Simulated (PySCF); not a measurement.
Isomers of C2H3N, mass 41.027 u with the commonest isotopes. The calculation used PySCF, PBE0-D3(BJ)/def2-SVP geometry optimisation, gas phase. One conformer each, none proved a minimum here; rigid rotors.

Question: Order these by rotational constant C, smallest first.
A. ethenimine, `C=C=N`
B. `[C-]#[N+]C`
C. `C1=NC1` (2H-azirine)
D. `CC#N`

Answer: D (9238 MHz), A (9471 MHz), B (10134 MHz), C (15357 MHz).

Question: Order these by rotational constant B, largest first.
A. `CC#N`
B. `C1=NC1` (2H-azirine)
C. `[C-]#[N+]C`
D. ethenimine, `C=C=N`

Answer: B (22660 MHz), C (10134 MHz), D (9661 MHz), A (9238 MHz).

Question: Order these by radius of gyration √(Σ m r²/M), smallest first.
A. `C=C=N` (ethenimine)
B. `[C-]#[N+]C`
C. 2H-azirine (`C1=NC1`)
D. `CC#N`

Answer: C (0.919 Å), B (1.120 Å), A (1.148 Å), D (1.172 Å).

| SMILES | point group | Ia (u·Å²) | Ib (u·Å²) | Ic (u·Å²) | κ | μa (D) | μb (D) | μc (D) |
| --- | --- | --- | --- | --- | --- | --- | --- | --- |
| C=C=N | Cs | 2.53 | 52.31 | 53.36 | -1.00 | 0.28 | 0.00 | 1.51 |
| C1=NC1 | Cs | 14.07 | 22.30 | 32.91 | -0.29 | 0.33 | 2.08 | 0.00 |
| CC#N | C3v | 3.22 | 54.71 | 54.71 | -1.00 | 3.83 | 0.00 | 0.00 |
| [C-]#[N+]C | C3v | 3.22 | 49.87 | 49.87 | -1.00 | 3.86 | 0.00 | 0.00 |
